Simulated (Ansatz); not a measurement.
Geometry optimisation, RKS PBE0-D4/def2-SVPD (Ansatz).

input.yaml

```yaml
crystal:
  periodic: [false, false, false]
  atoms:
    - { symbol: C, position_ang: [-0.683, 0.81, -0.0241] }
    - { symbol: "N", position_ang: [0.2797, 0.3772, 0.6001] }
    - { symbol: C, position_ang: [0.7465, -0.8114, 0.1224] }
    - { symbol: O, position_ang: [0.4241, -1.4465, -0.819] }
    - { symbol: H, position_ang: [-1.2048, 0.3614, -0.924] }
    - { symbol: H, position_ang: [-1.1751, 1.8255, 0.2878] }
    - { symbol: H, position_ang: [1.6739, -1.1842, 0.7111] }
basis:
  gaussian: { orbitals: def2-SVPD }
hamiltonian:
  xc: pbe0
  dispersion: d4
relax:
  f_tol: 0.02
  max_steps: 50
```

Launched with:

```bash
$ ansatz run input.yaml --threads 2 --pin off --max-ram 3072MiB --backend cpu --events-out ev --progress --plain --runs-dir out
```

Where does it end, and by what steps?

It converged. After 17 steps the energy has fallen by 0.552 eV; H5 moved furthest, 0.71 Å.

```
step  energy less start (eV)  largest force component (eV/Å)  accepted
   0                  0.0000                           4.639       yes
   1                 -0.2868                           2.321       yes
   2                 -0.3737                           0.990       yes
   3                 -0.3948                           1.325       yes
   4                 -0.4115                           1.327       yes
   5                 -0.4872                           0.605       yes
   6                 -0.5064                           0.399       yes
   7                 -0.5224                           0.342       yes
   8                 -0.5252                           0.410       yes
   9                 -0.5401                           0.498       yes
  10                 -0.5454                           0.308       yes
  11                 -0.5488                           0.205       yes
  12                 -0.5487                           0.246        no
  13                 -0.5508                           0.127       yes
  14                 -0.5508                           0.120        no
  15                 -0.5517                           0.026       yes
  16                 -0.5517                           0.020        no
  17                 -0.5517                           0.014       yes
```

```xyz
7
Properties=species:S:1:pos:R:3
C -0.772 0.853 0.016
N 0.407 0.466 0.239
C 0.860 -0.822 0.005
O 1.020 -1.301 -1.088
H -1.567 0.176 -0.340
H -1.034 1.907 0.178
H 1.146 -1.347 0.944
```

Whether the end is a true minimum wasn't checked by a vibrational analysis.

Time of the run: 25 s on 2 threads of Arm Neoverse V2, with other jobs on the host, peak memory 0.18 GiB.
